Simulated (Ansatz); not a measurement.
Run this with the Python package of Ansatz (0.2.0) and show what comes out.

`relaxed_scan_ch3cl.py`
```python
# -*- coding: utf-8 -*-
"""One bond of CH3Cl held at set lengths while the rest relaxes."""

from dataclasses import dataclass

import ansatz as az
import numpy as np


@dataclass
class Settings:
    basis: str = "def2-SVP"
    functional: str = "pbe"


opts = Settings()


def main():
    geometry_ang = [
        ("C", [-0.0832, -0.0282, 0.0672]),
        ("Cl", [1.4392, -0.2771, -0.6927]),
        ("H", [-0.3176, -0.7056, 0.8449]),
        ("H", [-0.8379, -0.0863, -0.7039]),
        ("H", [-0.1506, 1.0236, 0.443]),
    ]
    ch3cl = az.Crystal.molecule()
    for symbol, xyz in geometry_ang:
        ch3cl = ch3cl.atom(symbol, xyz)

    calc = (
        ch3cl.calculation()
        .basis(gaussian=opts.basis)
        .functional(opts.functional)
    )
    symbols = [site.symbol for site in ch3cl.cartesian_sites]
    pairs = [(0, 1), (0, 2), (0, 3), (0, 4)]
    print("held (A)   E (eV)        ", "  ".join(f"{symbols[i]}{i}-{symbols[j]}{j}" for i, j in pairs))
    for length in [1.58, 1.72, 1.86, 2.06, 2.32]:
        report = calc.relax(constraints=[az.DistanceConstraint((0, 1), at=length)], force_tolerance=0.02, max_steps=60).run(threads=1).report
        xyz = np.array(report["positions_ang"])
        print(f"{length:6.2f} {report['free_energy_ev']:14.5f}  ", "  ".join(f"{np.linalg.norm(xyz[i] - xyz[j]):.3f}" for i, j in pairs))


if __name__ == "__main__":
    main()
```

`python relaxed_scan_ch3cl.py` gives:
```text
held (A)   E (eV)         C0-Cl1  C0-H2  C0-H3  C0-H4
DeckWarning: relax.constraints: the input's atoms, or those drawn, lie off the distances that are held; a relaxation that starts there is brought onto them ahead of its first SCF, by positions alone, [...]
  1.58   -13596.38222   1.580  1.114  1.114  1.114
  1.72   -13596.93602   1.720  1.108  1.108  1.108
  1.86   -13596.94876   1.860  1.104  1.104  1.104
  2.06   -13596.55432   2.060  1.101  1.101  1.101
  2.32   -13595.82625   2.320  1.099  1.099  1.099
```
(Warnings from the package without file and line, shortened, repeats left out.)

Total energies depend on the basis set; only differences at equal settings carry meaning. The energies are electronic: no zero-point or thermal terms, and the basis set is short of its limit. Wall time of the script: 17 s on 1 thread of Arm Neoverse V1, on a shared host, peak memory 0.18 GiB.
